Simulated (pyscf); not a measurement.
`[O]=[SiH]` [doublet] + `[OH2]` → `[OH][SiH][OH]` [doublet], an addition across a multiple bond or ene-type step (doublet surface; H–O broken, H–O, O–Si formed). PySCF, gas phase, ωB97X-D3(BJ)/def2-SVP geometries. Correlated levels are frozen-core, on RHF or UHF. ΔMP2 is the change of the MP2 total energy from the triple- to the quadruple-zeta basis. Energies in kcal/mol from the separated reactants.

Small-basis levels: PySCF, no dispersion term, spherical d functions. Open shells are spin-unrestricted. 

**Question.** In single points HF/3-21G puts the saddle at -21.1 kcal/mol and the reaction energy at -77.6 kcal/mol. Should these be trusted to within a few kcal/mol? Compare with CCSD(T)/def2-TZVPP + ΔMP2(QZVPP).

**Answer.** CCSD(T)/def2-TZVPP + ΔMP2(QZVPP) gives ΔE‡ = -8.9 kcal/mol and ΔE = -58.6 kcal/mol. HF/3-21G lies 12.2 kcal/mol under it in the barrier and 19.0 kcal/mol under it in the reaction energy, so on this step it does not hold to within 3.0 kcal/mol. CCSD(T)/def2-TZVPP + ΔMP2(QZVPP) has limits of its own. On the reactant side the descent ends in an adduct with a O–Si contact, 17.2 kcal/mol under the separated species and 3.9 kcal/mol under the saddle at ωB97X-D3(BJ)/def2-TZVP. At CCSD(T) the saddle lies under the separated reactants, which points to a path from their complex (located at ωB97X-D3(BJ) alone). What is counted as formed (O–Si) is already present as a longer contact in the reactant adduct; forming that adduct is a step of its own. At ωB97X-D3(BJ)/def2-TZVP the barrier from the zero used here is -13.3 kcal/mol. One saddle was located; it need not be the lowest between these sides. The CCSD(T) − MP2 part came from Ansatz, without density fitting, on the same reference.
